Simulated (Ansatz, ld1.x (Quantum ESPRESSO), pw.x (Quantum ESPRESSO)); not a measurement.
**pw.x on bcc K: one setting changed**

Potential: PAW, ld1.x (Quantum ESPRESSO) 7.5, PBEsol; core [Ne], reference 3s2 3p6 3d0 4s0.75 4p0; waves: 3s (bound): rcut 1.70, rcutus 1.85 bohr; 4s (bound): rcut 1.70, rcutus 1.85 bohr; 3p (bound): rcut 2.35, rcutus 2.85 bohr; 4p (bound, empty): rcut 2.35, rcutus 2.85 bohr; 3d (bound, empty): rcut 3.60, rcutus 4.50 bohr; 3d channel at 0.85 Ry: rcut 3.60, rcutus 4.50 bohr; local part: all-electron potential smoothed inside 3.75 bohr (lloc = -1); core correction: none; augmentation: PSQ, inside the norm-conserving radii.

The reference run (k-mesh 9³, cutoffs 40/320 Ry, Fermi–Dirac 0.01 Ry, mixing_beta 0.4, conv_thr 1e-9, no spin) gives 0.02 GPa at 71.488 Å³/atom, where all-electron LAPW gives -0.01 GPa. This run, with its own iteration cap, changes nbnd to 1, a wrong or extreme entry chosen on purpose.

```
&control
  calculation='scf', prefix='x', pseudo_dir='./', outdir='./tmp', tstress=.true., disk_io='none'
/
&system
  ibrav=0, nat=1, ntyp=1, ecutwfc=40, ecutrho=320, nbnd=1,
  occupations='smearing', smearing='fd', degauss=0.01
/
&electrons
  conv_thr=1e-09, mixing_beta=0.4, electron_maxstep=70
/
ATOMIC_SPECIES
K 1.0 K.UPF
CELL_PARAMETERS angstrom
  -2.61451448 2.61451448 2.61451448
  2.61451448 -2.61451448 2.61451448
  2.61451448 2.61451448 -2.61451448
ATOMIC_POSITIONS crystal
K 0.0000 0.0000 0.0000
K_POINTS automatic
9 9 9 0 0 0
```

```bash
pw.x < K.scf.in > K.scf.out
```

Q: How does the run end?

A: It stops with "setup: too few bands". There must be at least as many bands as half the electrons, and more with smearing.

```
Error in routine setup (1):
     too few bands
```

The run took about 0.1 s on one core of a shared host (Neoverse-V1, 32 threads, 247 GiB, load 9).
